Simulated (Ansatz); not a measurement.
hcp Ru

Calculation: PBEsol-D3(BJ) (Ansatz, a first-principles code, PAW).

Settings: plane-wave cutoff 520 eV, 24×24×14 k mesh (along the axes of the cell as run), Fermi–Dirac smearing 0.05 eV, no spin polarisation, scalar-relativistic PAW data made under PBE.

Cell: relaxed at this level.

```yaml
volume_per_atom: 13.04 Å³/atom
bulk modulus B0: 367 GPa
lattice_constant_a: 2.672 Å
c axis length: 4.220 Å
band_gap: none
pressure derivative B′ of the bulk modulus: 4.8
```

Measured, for comparison: bulk modulus 318 GPa (zero-point energy and finite temperature contributions removed, our sources range from 318 to 336; as tabulated in doi:10.1021/acs.jctc.3c00612); lattice constant a 2.706 Å (293 K, no zero-point or thermal correction, our sources range from 2.700 to 2.706; as tabulated in Wikipedia's data pages); lattice parameter c 4.282 Å (293 K, no zero-point or thermal correction; as tabulated in Wikipedia's data pages). Computed (rounded) less measured: bulk modulus +15 % (+9 % to +15 % over the range), lattice constant a -1.3 % (-1.0 % to -1.3 % over the range), lattice parameter c -1.4 %. A static lattice is as a rule a little smaller and stiffer than an uncorrected measurement, which narrows the difference in the lattice constant a, lattice parameter c and would widen misses of the other sign.

Note: the bulk modulus comes from volumes at which shape and atoms were relaxed.

Spin–orbit coupling is not included.

Static lattice: no zero-point or thermal effects.
